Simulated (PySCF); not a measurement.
# Broadened absorption spectrum of C4H8S

Compound: C4H8S.
SMILES: `S(/C=C/C)C`

Method: PySCF, TDDFT CAM-B3LYP/def2-SVPD, vertical, gas phase, core orbitals frozen in the response. Geometry: PBE0-D3(BJ)/def2-SVP, one conformer, isolated molecule. Torsions of this conformer, `[CH3:1]/[CH:2]=[CH:3]/[S:4][CH3:5]`: C2–C3–S4–C5 180°.

Each state is given a Gaussian of 0.3 eV full width at half maximum, with ε(max) = 2.175×10⁸ f / Δν̃ (Δν̃ the width in cm⁻¹). The width is an assumption, not a result. The curve ends short of the highest state used, and states not computed would add to its high-energy end.

λ (nm), ε (L mol⁻¹ cm⁻¹) and a bar:
```
    168.7        259 
    170.9         62 
    173.2         48 
    175.4        153 
    177.7        594 #
    180.0       1491 ##
    182.2       2285 ##
    184.5       2282 ##
    186.7       1536 ##
    189.0        711 #
    191.2        280 
    193.5        139 
    195.7        163 
    198.0        326 
    200.2        607 #
    202.5        913 #
    204.7       1048 #
    207.0       1002 #
    209.2       1055 #
    211.5       1858 ##
    213.7       4236 #####
    216.0       9238 ##########
    218.3      16498 ##################
    220.5      23467 ##########################
    222.8      27578 ##############################
    225.0      26639 #############################
    227.3      21304 #######################
    229.5      14526 ################
    231.8       8240 #########
    234.0       4125 ####
    236.3       1731 ##
    238.5        667 #
    240.8        223 
    243.0         77 
    245.3         29 
    247.5         14 
    249.8          8 
    252.0          5 
    254.3          2 
    256.6          1 
    258.8          1 
    261.1          0 
    263.3          0 
    265.6          0
```

Question: Locate the maxima and give the states behind the curve.

Answer: 223 nm (5.55 eV), ε about 28000, made up of S2 (100%); 205 nm (6.05 eV), ε about 1100, made up of S4 (97%); 183 nm (6.76 eV), ε about 2400, made up of S6 (100%) (ε in L mol⁻¹ cm⁻¹; maxima over ε = 5, shares over 10%). At its high-energy end, 7.35 eV, the curve is still rising (ε about 260, from S9). The states used: S1 5.12 eV (f 0.0002); S2 5.55 eV (f 0.308); S3 5.74 eV (f 0.0043); S4 6.06 eV (f 0.011); S5 6.40 eV (f 0.0007); S6 6.76 eV (f 0.027); S7 6.90 eV (f 0.0001); S8 7.20 eV (f 0.0003); S9 7.63 eV (f 0.030); S10 7.95 eV (f 0.0017).

Question: What would ε be at 5.55 eV, the highest of these maxima, with half the width (0.15 eV)?

Answer: About 55400 L mol⁻¹ cm⁻¹ against 27800, a factor of about 1.99; a lone state at its own centre would give exactly 2.

Question: On this curve, what absorbance would a 10⁻³ mol/L sample give at 193 nm over a 1 cm path?

Answer: 193 nm is 6.424 eV, where ε is about 150 L mol⁻¹ cm⁻¹, so A = ε c l ≈ 0.15 (Beer–Lambert, with the gas-phase spectrum and the assumed width).

From S10 up the states lie above the vertical ionisation energy of 7.90 eV (ΔSCF), that is within the continuum, which a finite basis only mimics.
